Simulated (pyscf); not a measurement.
CH₄ + F–Ag → H₃C–Ag + HF, a four-centre exchange (singlet surface; C–H, Ag–F broken, Ag–C, F–H formed). Structures and frequencies: ωB97X-D3(BJ)/def2-SVP in PySCF. Correlated levels are frozen-core, on RHF or UHF. ΔMP2 is the change of the MP2 total energy from the triple- to the quadruple-zeta basis. Energies in kcal/mol from the separated reactants.

Small-basis levels: PySCF, no dispersion term, spherical d functions. AM1 to PM7: differences of heats of formation from MOPAC, which are fitted to 298 K values and so differ in kind from electronic energies by zero-point and thermal terms. Cost: rough CPU time at the saddle relative to B3LYP/6-31G*+LANL2DZ, from one job on a shared machine.

```json
[
 {"level": "MP2/6-31G*+LANL2DZ", "barrier": "26.0", "reaction energy": "+21.8", "cost": "0.1"},
 {"level": "SVWN5/6-31G*+LANL2DZ", "barrier": "6.0", "reaction energy": "+4.5", "cost": "0.9"},
 {"level": "B3LYP/LANL2DZ", "barrier": "26.1", "reaction energy": "+18.3", "cost": "0.8"},
 {"level": "M06-2X/6-31G*+LANL2DZ", "barrier": "17.0", "reaction energy": "+13.2", "cost": "3"},
 {"level": "B3LYP/6-311+G**+LANL2DZ", "barrier": "23.7", "reaction energy": "+6.4", "cost": "1"},
 {"level": "PBE/def2-SVP", "barrier": "17.1", "reaction energy": "+8.2", "cost": "2"},
 {"level": "PM7", "barrier": "42.5", "reaction energy": "+3.1", "cost": "under 0.02"},
 {"level": "CCSD(T)/def2-TZVPP + ΔMP2(QZVPP)", "barrier": "22.3", "reaction energy": "+4.9", "cost": "–"}
]
```

Against the last row the barrier runs from -16.3 (SVWN5/6-31G*+LANL2DZ) to +20.1 kcal/mol (PM7). CCSD(T)/def2-TZVPP + ΔMP2(QZVPP) has limits of its own. On the product side the descent ends in a complex, 5.6 kcal/mol under the separated species and 16.2 kcal/mol under the saddle at ωB97X-D3(BJ)/def2-TZVP. The reactants may also form a dative adduct at F–Ag; it and routes through it were not searched. The products may also form a dative adduct at H₃C–Ag; it and routes through it were not searched. This is the saddle that the search found; another between the same sides may lie lower. The CCSD(T) − MP2 part came from Ansatz, without density fitting, on the same reference. The frozen core leaves the outer d or s,p core shells of the metals and heavy elements correlated in the MP2 and CC values, and def2-TZVPP describes them poorly, which can shift differences by a few kcal/mol. In the def2 sets elements past Kr carry core potentials, without spin-orbit coupling.
